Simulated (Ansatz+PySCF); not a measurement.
The numbers below are computed, except where a source is named.
## Ansatz (development build ahead of 0.2.0) run

```yaml
crystal:
  periodic: [false, false, false]
  atoms:
    - { symbol: O, position_ang: [0.0, 0.0, -0.39057] }
    - { symbol: H, position_ang: [0.0, 0.0, 3.12456] }
    - { symbol: "N", position_ang: [30.0, 0.0, -0.47105] }
    - { symbol: H, position_ang: [30.0, 0.0, 3.29737] }
basis:
  gaussian: { orbitals: "6-31G" }
magnetization:
  spin_polarized: true
  initial_magnetization: 3
hamiltonian:
  xc: hf
```

The input is written out in the form of the current development build from the run's settings.

Results

```
Converged                                                          : yes
Total energy                                                       : -130.16189 hartree
Spin squared of the determinant                                    : 5.757
Stability test                                                     : minimum
Occupied orbitals by symmetry in an Abelian subgroup (alpha; beta) : 8 A' 2 A''; 7 A'
```

Caution: the unrestricted determinant is a mixture of spin states.
